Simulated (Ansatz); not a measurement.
A made-up structure of CH$_{4}$AlO, doublet:

```
7
angstrom
C -1.0062 0.2549 -0.5149
Al 0.3063 0.2093 0.4041
O 1.1049 -1.1042 -0.1452
H -1.2565 -0.5014 -1.3498
H -1.5866 1.0401 -0.2616
H 0.6635 1.3157 1.6187
H 1.7745 -1.2143 0.2487
```

It is relaxed with PBE-D4/def2-SVP and then PBE0-D4/def2-TZVP (Ansatz 0.2.0). Atoms count as bonded within 1.22 times the sum of their covalent radii (H–H: 0.88 Å). The end point is not checked to be a true minimum.

(1) Does its bonding change? (Judge from chemistry; the calculation decides.)

Answers

(1) The calculation gives: No: no bond forms or breaks.

Where it ends: The first stage lowers the energy by 3.83 eV in 7 steps. It ends as CH₄AlO ([CH2][AlH][OH]):
```
7
angstrom
C -1.2410 0.3564 -0.5987
Al 0.3752 0.1581 0.4105
O 1.3702 -1.1574 0.0025
H -1.5423 -0.3169 -1.3990
H -1.9626 1.1552 -0.4374
H 0.8047 1.1441 1.5742
H 2.1956 -1.3396 0.4479
```

Labels in which every atom is bracketed show which atoms are joined, not bond orders.

For scale, one of the runs: PBE0-D4/def2-TZVP relaxation, 123 basis functions, launched by `ansatz run in.yaml --threads 2 --pin off --events-out ev --progress --plain --max-ram 4352MiB`. Hardware: 2 CPU threads of an Arm Neoverse V2, shared host. Wall time about 18 s.
